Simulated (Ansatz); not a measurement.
# BCO (doublet): the correlation ladder at distance C1–B2 = 5.123 Å, cc-pVDZ

One table from this session's results is given with a row withheld; the runs are named, their logs left out.

Computed with Ansatz 0.2.0, Gaussian basis. Level: cc-pVDZ, core rule «outside noble gas», up to 3 orbitals frozen.

Plan: UHF; CCSD(T) on UHF; BCCD(T) on ROHF; CISD; CCSDT(Q) on ROHF; CCSDT(Q) on UHF; CASSCF and MRCISD+Q, 3 electrons in 3 orbitals; CASSCF and NEVPT2, 3 electrons in 3 orbitals; CASSCF and NEVPT2, 11 electrons in 11 orbitals.

19 further runs of the same task are left out: 2 for a known fault of the program, 1 for a mislabelled method, 11 that didn't finish, 5 set aside as unsound or not needed.

### What is computed

The geometry derives from a PBE0/def2-TZVP stationary point (not a proven minimum). One bond is set to the value named and the two fragments are kept rigid.

3 atoms, charge 0, spin multiplicity 2.

Atoms are counted from 1 here; the program's logs count them from 0.

Bond lengths: B2–O3 1.208 Å.

Set-up of the first run:

in.yaml reads:

```yaml
crystal:
  periodic: [false, false, false]
  atoms:
    - {symbol: C, position_ang: [0.000000, 0.000000, -3.817967]}
    - {symbol: B, position_ang: [0.000000, 0.000000, 1.305033]}
    - {symbol: O, position_ang: [0.000000, 0.000000, 2.512933]}
basis:
  gaussian: {orbitals: cc-pVDZ}
magnetization: {spin_polarized: true, initial_magnetization: 1}
hamiltonian: {xc: hf}
output: {orbitals: {seedname: orbitals}}
```

On the command line:

```console
> ansatz run in.yaml --threads 1 --pin off --events-out ev --progress --plain --max-ram 2393MiB
```

Among the steps run: UHF; CCSD(T) on UHF; BCCD(T) on ROHF; CISD; CCSDT(Q) on ROHF; CCSDT(Q) on UHF; CASSCF and MRCISD+Q, 3 electrons in 3 orbitals; CASSCF and NEVPT2, 3 electrons in 3 orbitals; CASSCF and NEVPT2, 11 electrons in 11 orbitals.

One table of the session follows, with a row left open; its other results are not shown here.

It belongs to the step «Misses and costs». 

| method | from UCCSDT(Q) (meV) |
| --- | --- |
| UHF | +8995.5 |
| UMP2 | ? |
| UCCSD | +337.9 |
| UCCSD(T) | +66.6 |
| BCCD(T) | +62.6 |
| UCCSDT | +31.6 |
| UCCSDT(Q) | 0 |
| CASSCF pair | +9206.7 |
| NEVPT2 pair | +1006.9 |
| MRCISD pair | +1139.5 |
| MRCISD+Q pair | +214.4 |
| CASSCF valence | +5444.6 |
| NEVPT2 valence | +1106.6 |

Q: Estimate the row for UMP2 from the others.

The run gave: from UCCSDT(Q) (meV): +1045.1. In the column «from UCCSDT(Q) (meV)» it lies between NEVPT2 pair (+1006.9) and NEVPT2 valence (+1106.6).

Not comparable, so not listed: CISD; CCSDT(Q) on ROHF (they don't share determinant, frozen orbitals or solution with the rows shown, or repeat one).

To keep in mind: The determinant is far from a pure spin state, so its energy mixes those of several spin states (harmless only where they are near-degenerate, as at dissociation). The report flags that the cluster equations may have other roots. The program flags BCCD(T) as in doubt, so those rows may rest on another solution; read them beside their warnings.
